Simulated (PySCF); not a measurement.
From computed data to an observable: oscillator strength and radiative lifetime

dimethylamine (C2H7N), SMILES CNC.

Coordinates come from a B3LYP-D3(BJ)/def2-TZVP optimisation.

TDDFT-B3LYP/def2-SVPD run with PySCF 2.14.0 puts the first singlet state with f over 0.02 at 6.67 eV (vertical), with the transition dipole (-0.463, 0.108, 0.000) in atomic units.

**Question.** Find the oscillator strength, the wavelength and the radiative lifetime that this transition would have in vacuum if emission retraced absorption.

**Answer.** 
|μ|² = 0.2260 au, so |μ| = 1.21 D. ΔE = 6.67/27.211 = 0.2451 hartree. f = (2/3) ΔE |μ|² = 0.037 (the program prints 0.037).
λ = 1239.84/6.67 = 186 nm; ν = 53797 cm⁻¹.
Einstein's coefficient A = 0.6670 ν² f s⁻¹ (ν in cm⁻¹) = 7.1e7 s⁻¹, so τ = 1/A = 14 ns. This state is S3; the lower singlets have f = 0.004, 0.005. The figure is the radiative limit of this one transition; relaxation, internal conversion, crossing to triplets and a medium change what is measured.
